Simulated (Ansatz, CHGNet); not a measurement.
For rock-salt HfC, the machine-learned potential CHGNet-r²SCAN (trained on r²SCAN data) gives:

lattice parameter a: 4.634 Å
zone-centre TO phonon frequency: 170 cm⁻¹
elastic constant C11: 263 GPa
elastic constant C44: 43.1 GPa
Voigt–Reuss–Hill shear modulus: 21.0 GPa
enthalpy of formation: -1.127 eV/atom

What does r²SCAN in Ansatz (PAW) give for the same quantities?


- lattice constant a: 4.641 Å (goes up by 0.2 %)
- zone-centre TO phonon frequency: 423 cm⁻¹ (goes up by 150 %)
- elastic constant C11: 518 GPa (grows by 97 %)
- elastic constant C44: 188 GPa (goes up by 340 %)
- Voigt–Reuss–Hill shear modulus: 195 GPa (increases by 830 %)
- formation enthalpy: -1.086 eV/atom (moves by +0.041 eV/atom)

For comparison: lattice constant a 4.638 Å (measured, temperature not stated, not corrected to a static lattice; as tabulated in Zhang et al. (2018), doi:10.1088/1367-2630/aac7f0); elastic constant C11 500 GPa (measured, temperature not stated, no zero-point or thermal correction; as tabulated in Wu et al. (2005), arXiv:cond-mat/0412374); elastic constant C44 180 GPa (measured, temperature not stated, not corrected to a static lattice; as tabulated in Wu et al. (2005), arXiv:cond-mat/0412374); formation enthalpy -1.171 ± 0.03 eV/atom (measured, 298 K, copied from a table, unchecked, not corrected to a static lattice; as tabulated in Wang et al. (2021), doi:10.1038/s41598-021-94550-5).

Changes are worked out from the printed values.

Unless a cell is named, each level is at its own relaxed cell (CHGNet-r²SCAN 12.44, r²SCAN 12.49 Å³/atom).

Levels without +SOC leave out spin–orbit coupling, which shifts energies and cells of such heavy elements.

Ansatz's density-functional and Hartree–Fock values are scalar-relativistic unless marked +SOC, with PAW data made under PBE.

Ansatz is an electronic-structure program.
